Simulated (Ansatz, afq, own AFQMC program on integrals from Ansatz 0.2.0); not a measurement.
AFQMC on a folder of integrals that Ansatz 0.2.0 wrote.

```yaml
crystal:
  periodic: [false, false, false]
  atoms:
    - {symbol: N, position_ang: [-0.202099, 1.068753, -0.013134]}
    - {symbol: Sc, position_ang: [0.165321, -0.819529, -0.001885]}
    - {symbol: Cl, position_ang: [2.022827, -1.482984, 1.173143]}
    - {symbol: Cl, position_ang: [-1.307676, -2.139133, -1.167332]}
    - {symbol: H, position_ang: [0.348248, 1.790643, 0.450091]}
    - {symbol: H, position_ang: [-0.984521, 1.518351, -0.486983]}
basis:
  gaussian: {orbitals: def2-TZVP}
magnetization: {spin_polarized: false}
correlation: {method: ccsd_t, electrons: outside_noble_gas, hamiltonian_folder: ham}
```

```sh
$ ansatz run in.yaml --threads 1 --pin off --events-out ev --progress --plain --max-ram 15360MiB --backend cuda --devices 0, --max-vram 18GiB
```

Options of the walk:

```
--method phaseless --trial cisd --walkers 1000 --populations 20 --least-time 60 --time-step 0.005 --steps-per-block 50 --equilibration-blocks 40 --max-blocks 4000 --target-error 0.0003 --factor-cut 1e-05 --seed 3924 --release-times 0.24,0.48,0.8,1.2 --release-step 0.04 --release-every 5 --taylor-order 6
```

Times are imaginary, in 1/Eh. The walk had a cap of 346 s. With eight or more populations the least sampling time is a fifth of least-time, and the error comes from their spread.

Log:

```
orbitals 142  electrons 12 12  factors 1081 of 1162
reference energy -1734.65497342 Eh
CCSD correlation -0.69122436 Eh in 11 cycles, weight of the determinant in the CISD state 0.7836
energy of the start -1735.346201 Eh
 block  time / (1/Eh)  mean weight  energy / Eh
     1     0.250  1.0000  -1735.321377
     2     0.500  0.9996  -1735.336087
     3     0.750  0.9998  -1735.349581
     4     1.000  1.0003  -1735.360524
     5     1.250  0.9993  -1735.365943
     8     2.000  1.0002  -1735.370308
    15     3.750  1.0002  -1735.373988
    36     9.000  0.9995  -1735.383772
    57    14.250  0.9998  -1735.381370
    64    16.000  0.9991  -1735.372513
    78    19.500  1.0011  -1735.374935
    99    24.750  1.0001  -1735.373019
   120    30.000  1.0008  -1735.375525
   141    35.250  1.0011  -1735.374715
   162    40.500  0.9989  -1735.374311
   183    45.750  1.0007  -1735.374158
   204    51.000  1.0003  -1735.386660
   225    56.250  0.9990  -1735.385571
   246    61.500  1.0001  -1735.381825
   267    66.750  1.0000  -1735.375364
   274    68.500  0.9997  -1735.389854
   288    72.000  0.9995  -1735.376555
   309    77.250  0.9999  -1735.377356
error from the spread of 20 populations
released: time / (1/Eh)  energy / Eh  error  mean overlap
  0.24  -1735.379516  0.000335  0.9880
  0.48  -1735.379072  0.000498  0.9885
  0.80  -1735.379876  0.000743  0.9771
  1.20  -1735.378793  0.000799  0.9832
energy -1735.378450 +/- 0.000329 Eh
(rows thinned)
```

The run passed its tests (sampling time, drift between the halves within three errors, error under three times the target), which doesn't prove that it has relaxed, ending at its cap on processor time.

Against this walk (error 9.0 meV) on the same determinant: CCSD(T) 55.2 meV higher. The error is statistical and leaves out the bias of the constraint. None of these is a sure reference here. The released energies get too noisy after the second time (errors over twice the walk's own, or jumping) (meV from the phaseless value at times in 1/Eh: -29 ± 9 at 0.24, -17 ± 14 at 0.48, -39 ± 20 at 0.80, -9 ± 22 at 1.20), so they give no level.

Cautions: constraint bias not in the error; error above the target (9.0 against 8.2 meV); no relativity below Rb; outer-core shells of the metal frozen.

The walk took 5.8 min on 1 × NVIDIA H100 80GB HBM3 with 2 threads of AMD EPYC 7R13 Processor (Zen 3), with other jobs on the host (the card was shared). The log's last line is the phaseless energy.
